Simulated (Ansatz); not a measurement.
Relaxation of C2H5N2 (9 atoms, charge 0, multiplicity 2), to a largest force component of 0.03 eV/Å in at most 50 steps.

The calculation used UKS PBE/def2-SVP in Ansatz 0.2.0.

```xyz
9
Properties=species:S:1:pos:R:3
H -1.282 0.595 0.238
C 0.747 -0.527 0.715
N 1.425 -0.607 -0.495
C -2.133 1.110 -0.204
N -3.033 1.663 -0.702
H 0.318 -1.468 1.093
H 1.162 0.175 1.456
H 1.775 0.268 -0.888
H 1.020 -1.209 -1.213
```

Where does it end, and by what steps?

The forces met the threshold. After 5 steps the energy has fallen by 0.020 eV; H1 moved furthest, 0.17 Å.

```json
{"step": "0", "energy less start (eV)": "0.0000", "largest force component (eV/Å)": "0.509", "accepted": "yes"}
{"step": "1", "energy less start (eV)": "-0.0143", "largest force component (eV/Å)": "0.502", "accepted": "yes"}
{"step": "2", "energy less start (eV)": "0.0292", "largest force component (eV/Å)": "2.058", "accepted": "no"}
{"step": "3", "energy less start (eV)": "-0.0194", "largest force component (eV/Å)": "0.042", "accepted": "yes"}
{"step": "4", "energy less start (eV)": "-0.0196", "largest force component (eV/Å)": "0.039", "accepted": "yes"}
{"step": "5", "energy less start (eV)": "-0.0198", "largest force component (eV/Å)": "0.012", "accepted": "yes"}
```

```xyz
9
Properties=species:S:1:pos:R:3
H -1.130 0.525 0.199
C 0.670 -0.485 0.691
N 1.388 -0.588 -0.493
C -2.031 1.058 -0.190
N -2.966 1.616 -0.616
H 0.233 -1.421 1.076
H 1.063 0.227 1.435
H 1.761 0.278 -0.889
H 1.011 -1.209 -1.213
```

Whether the end is a true minimum wasn't checked by a vibrational analysis.

The run took 8.5 s on 2 threads of AMD EPYC 7B13 (Zen 3), with other jobs on the host, peak memory 0.15 GiB.
